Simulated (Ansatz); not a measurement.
**Property card for CaAg$_{2}$Ge$_{2}$**

These are results of DFT r2SCAN, scalar-relativistic, plane waves, PAW (Ansatz), not measurements.

Settings: cutoff 500 eV, Γ-centred mesh 12×12×12 on the computed 5-atom cell, Gaussian smearing of 0.10 eV; no spin polarisation.

The structure is relaxed at this level of theory with its symmetry kept. Whether it is the stable form of this composition wasn't checked.

Symmetry: I4/mmm, No. 139, tetragonal system. Conventional cell: a = 4.319 Å, b = 4.319 Å, c = 10.916 Å, α = 90.00°, β = 90.00°, γ = 90.00°. Ca (site symmetry 4/mmm) has 8 Ge at 3.28 Å and 8 Ag at 3.48 Å as nearest neighbours. Around Ag (site symmetry -4m2) lie 4 Ge at 2.65 Å. Ge (site symmetry 4mm) has 1 Ge at 2.40 Å and 4 Ag at 2.65 Å as nearest neighbours.

```json
{
 "Volume per atom": "20.37 Å³",
 "Formation energy from the elements' standard states (uncorrected)": "-0.321 eV/atom",
 "Generalised Kohn–Sham band gap": "none (metal)",
 "Density of states at the Fermi level": "1.35 states/eV per cell",
 "Löwdin character within 0.5 eV of the Fermi level": "Ge 4p 66 %, Ag 4d 11 %, unprojected 14 %",
 "Bader charges (e)": "Ca (1 in the cell) 1.44, Ag (2 in the cell) -0.24, Ge (2 in the cell) -0.48"
}
```

Cost: 1 run of about 6.5 core-minutes, on AMD EPYC 7R43 (Zen 3) (shared hosts).